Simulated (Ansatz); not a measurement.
# SiH3 (silyl radical): the energy, rung by rung

SiH3 has 4 atoms, charge 0, and is taken as a doublet. SMILES: `[SiH3]`. The coordinates come from a PBE0-D4/def2-TZVP relaxation. The run starts from this shape.

Each level gives the adiabatic ionisation energy (to the singlet cation, no zero-point term) (eV). The values are calculated.

```
                              level                 kind  program  value (eV)  CPU time (all runs)
                         UHF/STO-3G         Hartree–Fock   Ansatz        5.19                1.2 s
                          UHF/3-21G         Hartree–Fock   Ansatz        7.68               0.94 s
   UHF/6-31G* (Cartesian functions)         Hartree–Fock   Ansatz        7.54                  2 s
                      UPBE/def2-SVP                  GGA   Ansatz        8.20                7.3 s
UB3LYP/6-31G* (Cartesian functions)        global hybrid   Ansatz        8.14                  7 s
                    UB3LYP/def2-SVP        global hybrid   Ansatz        8.17                5.5 s
  UMP2/6-31G* (Cartesian functions)  perturbation theory   Ansatz        7.70                2.3 s
```

The values span 5.19 to 8.20 eV. Without the sets that lack polarisation functions the rows with a basis span only 7.54 to 8.20 eV. In so small a basis fixed costs decide the times, and correlated methods can beat functionals. CPU times are rough (shared hosts, several kinds of processor and program).
